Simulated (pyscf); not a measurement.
One hydrogen abstraction on the doublet surface with elements of a group swapped. CCSD(T)/def2-TZVPP + ΔMP2(QZVPP), kJ/mol, from the separated reactants. Structures and frequencies: ωB97X-D3(BJ)/def2-SVP in PySCF. Correlated levels are frozen-core, on RHF or UHF. ΔMP2 is the change of the MP2 total energy from the triple- to the quadruple-zeta basis.

| step | barrier | reaction energy | imaginary mode (i cm⁻¹) |
|---|---|---|---|
| H₃C–Cl + CH₃• → •H₂C–Cl + CH₄ | 61.9 | -22.4 | 1826 |
| H₃C–F + CH₃• → •H₂C–F + CH₄ | ? | ? | 1807 |

Question: Complete the blanks.

Answer: 
- H₃C–F + CH₃• → •H₂C–F + CH₄, barrier: 67.2
- H₃C–F + CH₃• → •H₂C–F + CH₄, reaction energy: -15.7

Each row is the saddle that its search found. The CCSD(T) − MP2 part came from Ansatz, without density fitting, on the same reference.
